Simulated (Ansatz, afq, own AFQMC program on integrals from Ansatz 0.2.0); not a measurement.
Atomization energy of GaPH, doublet

```xyz
3

P     0.0000    0.0000    1.9358
Ga    0.0000    0.0000   -0.1922
H     0.0000    0.0000   -1.7436
```

Connectivity, by distances: P–GaH.

Atoms in their ground-state spins without spin–orbit coupling (mostly on UHF) minus the molecule (UHF), without zero-point energy. The geometry is a stationary point, not shown to be a minimum.

Basis cc-pVDZ. Only valence electrons are correlated. Integrals, coupled cluster, full CI and functionals: Ansatz 0.2.0; the random walks run on the same integrals in our own AFQMC program. ph-AFQMC/CISD is guided by a CISD state made of CCSD amplitudes; releasing the constraint for a short imaginary time cuts its bias at the price of noise, slowly where states lie close. Error bars are statistical, one sigma. No spin–orbit coupling. The errors of all members are added in quadrature.

No full CI on the walks' own integrals is used here; CCSDT(Q) serves as the reference and is uncertain by about the last step of the cluster series. Each member takes its own surest rung, up to full CI.

Errors are counted within cc-pVDZ, not against nature.

Cautions: inner d shell frozen; no relativity below Rb; no spin-orbit coupling; GaPH (doublet): unrestricted determinant slightly spin contaminated (⟨S²⟩ 0.81 against 0.75), the released energies are still falling, so no released level is given (meV from the phaseless value at times in 1/Eh: -7 ± 15 at 0.24, -12 ± 13 at 0.51, 1 ± 11 at 0.99, -31 ± 14 at 1.62, -44 ± 16 at 2.40), though the last usable value meets CCSDT(Q) within the noise, its ph-AFQMC/CISD value lies 31 ± 14 meV above CCSDT(Q).

Reference (CCSDT(Q)): 93.1 kcal/mol.

```json
{"level": "HF", "atomization energy (kcal/mol)": "56.2", "error against CCSDT(Q) (kcal/mol)": "-36.9"}
{"level": "MP2", "atomization energy (kcal/mol)": "90.4", "error against CCSDT(Q) (kcal/mol)": "-2.6"}
{"level": "CCSD", "atomization energy (kcal/mol)": "88.4", "error against CCSDT(Q) (kcal/mol)": "-4.7"}
{"level": "CCSD(T)", "atomization energy (kcal/mol)": "92.1", "error against CCSDT(Q) (kcal/mol)": "-1.0"}
{"level": "ph-AFQMC/HF", "atomization energy (kcal/mol)": "93.5 ± 1.0", "error against CCSDT(Q) (kcal/mol)": "0.4 ± 1.0"}
{"level": "ph-AFQMC/CISD", "atomization energy (kcal/mol)": "92.4 ± 0.3", "error against CCSDT(Q) (kcal/mol)": "-0.6 ± 0.3"}
```

Correlation beyond CCSD(T) adds 1.0 kcal/mol. The perturbative (T) step is worth +3.7 kcal/mol.

A walk keeps the symmetry of its determinant, which the program's search chose and which needn't be the lowest solution, so a lower state of the same spin and another symmetry isn't excluded.
